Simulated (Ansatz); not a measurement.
fcc Al, treated with LDA (Ansatz, a program for electronic structure, plane waves, PAW).

Run with plane-wave cutoff 500 eV, 24×24×1 k mesh (along the axes of the cell as run), Fermi–Dirac smearing 0.1 eV, scalar-relativistic PAW data made under PBE.

### Question
Predict the surface energy of the (111) face and work function of the (111) face.

### Answer

surface energy of the (111) face: 0.98 J/m²
work function of the (111) face: 4.19 eV

The slab of 6 atoms is relaxed and unreconstructed.

Static lattice: no zero-point or thermal effects.

It cost around 70 core-seconds (rough) of CPU time.
